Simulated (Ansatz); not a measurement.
System (SMILES): C=O (CH2-O).
Geometry (B3LYP-D3(BJ)/def2-TZVP, fixed):
```xyz
4

O     -0.0009    -0.0102     0.6728
C      0.0007     0.0079    -0.5259
H     -0.0027     0.9554    -1.0993
H      0.0057    -0.9218    -1.1276
```

Basis-set convergence of the dipole moment at PBE with Ansatz (a first-principles code). Dipoles come from the density behind the forces; the sign is taken along the dipole that this method gives in the largest set. All functions are spherical. The program fits the integrals of some runs and decomposes those of others, by size. No added dispersion term, no relativity. Reference: the value in aug-cc-pVQZ, 2.202 D.

```csv
basis,functions,dipole moment (D)
3-21G,22,___
def2-SVP,38,1.955
pcseg-1,38,2.183
def2-SVPD,59,2.242
aug-cc-pVDZ,64,2.203
cc-pVTZ,88,___
def2-TZVPP,90,___
def2-TZVPD,95,2.203
def2-TZVPPD,111,2.202
cc-pVQZ,170,2.153
def2-QZVPP,174,2.183
d-aug-cc-pVTZ,188,___
aug-cc-pVQZ,252,2.202
```

Question: Some entries are withheld; supply them.

Answer: 
- 3-21G, dipole moment (D): 1.856
- cc-pVTZ, dipole moment (D): 2.089
- def2-TZVPP, dipole moment (D): 2.138
- d-aug-cc-pVTZ, dipole moment (D): 2.199
